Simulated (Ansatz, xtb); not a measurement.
Isomers of CH3FSi in order of energy

5 gas-phase structures of CH3FSi, found in a search over its isomers (lower ones may exist). Each was relaxed with GFN2-xTB:

A. `C[Si]F`, a singlet
B. `FC[SiH]`, a singlet
C. `FC=[SiH2]`, a singlet
D. `C[Si]F`, a triplet
E. `C=[SiH]F`, a singlet

Question: Make a reasoned guess at their ranking by r2SCAN-D4/def2-SVP single-point energy.

Answer: Calculated order at r2SCAN-D4/def2-SVP: A (0.0), E (12.6), D (35.6), C (59.1), B (64.1) kcal/mol.

Energies above the lowest of each column, in kcal/mol; the last columns are at B3LYP/6-31G* geometries and were run for some of them only (a dash: not run or not comparable):

```json
{"structure": "A", "GFN2-xTB": "0.0", "HF/STO-3G": "0.0", "r2SCAN-D4/def2-SVP": "0.0", "B3LYP/6-31G*": "0.0", "CCSD(T)/def2-TZVPP": "0.0"}
{"structure": "E", "GFN2-xTB": "5.1", "HF/STO-3G": "53.5", "r2SCAN-D4/def2-SVP": "12.6", "B3LYP/6-31G*": "15.4", "CCSD(T)/def2-TZVPP": "11.7"}
{"structure": "D", "GFN2-xTB": "–", "HF/STO-3G": "41.4", "r2SCAN-D4/def2-SVP": "35.6", "B3LYP/6-31G*": "43.0", "CCSD(T)/def2-TZVPP": "43.1"}
{"structure": "C", "GFN2-xTB": "48.2", "HF/STO-3G": "66.3", "r2SCAN-D4/def2-SVP": "59.1", "B3LYP/6-31G*": "–", "CCSD(T)/def2-TZVPP": "–"}
{"structure": "B", "GFN2-xTB": "48.3", "HF/STO-3G": "40.4", "r2SCAN-D4/def2-SVP": "64.1", "B3LYP/6-31G*": "–", "CCSD(T)/def2-TZVPP": "–"}
```

Every level run on A puts it lowest or level with the lowest. Flexible structures stand in one conformer each, not always the lowest. Frequencies (B3LYP/6-31G*) were run for A, D, E alone. GFN2-xTB has no spin polarisation and isn't compared across spin states. Open shells are spin-unrestricted.

Over these structures GFN2-xTB departs from r2SCAN-D4/def2-SVP by 4.8 kcal/mol on average once a common shift is removed. A GFN2-xTB relaxation took about 0.45 s and the r2SCAN-D4/def2-SVP energy about 3.2 s on a shared host (Ansatz 0.2.0, xtb 6.7.1 (Pople sets with spherical d functions)).
